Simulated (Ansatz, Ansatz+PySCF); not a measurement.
```xyz
3

N     0.0004    0.4374   -0.3870
H     0.0035    1.3105    0.2261
O     0.0044   -0.5300    0.3151
```

RHF on singlet HNO was run in several spherical basis sets with Ansatz (development build ahead of 0.2.0).

Q: Rank the basis sets by the total energy that they give, lowest first, with the distance from the lowest.
A. STO-3G
B. 6-31G(d)
C. cc-pVTZ
D. def2-TZVP
E. def2-SVP
F. cc-pVDZ

A: D (0.00 eV), C (0.15 eV), F (1.19 eV), B (1.64 eV), E (4.40 eV), A (48.54 eV).

Totals follow the description of the cores as much as that of the bonds, so this order isn't one of quality for chemistry.
